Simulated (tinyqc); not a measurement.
Worked calculation: geometry optimisation on the RHF/sto-3g surface (energies and gradients from PySCF), for HF, spin multiplicity 1. One step of it, computed by the program tinyqc.

Question. Step 1: move. Quasi-Newton step p = -H^(-1) g (first H = 0.6 times the unit matrix); steps longer than 0.1 bohr are cut back (factor 0.520 here).

positions at the start (bohr), order 1F, 2H:
$$\begin{pmatrix}
0.000000 & 0.000000 & 0.000000 \\
0.000000 & 0.000000 & 1.944528
\end{pmatrix}$$

gradient (hartree/bohr), order 1F, 2H:
$$\begin{pmatrix}
0.00000000 & 0.00000000 & -0.08158756 \\
0.00000000 & 0.00000000 & 0.08158756
\end{pmatrix}$$

Give: positions after step 1.

Answer.

positions after step 1 (bohr), order 1F, 2H:
$$\begin{pmatrix}
0.0000 & 0.0000 & 0.0707 \\
0.0000 & 0.0000 & 1.8738
\end{pmatrix}$$
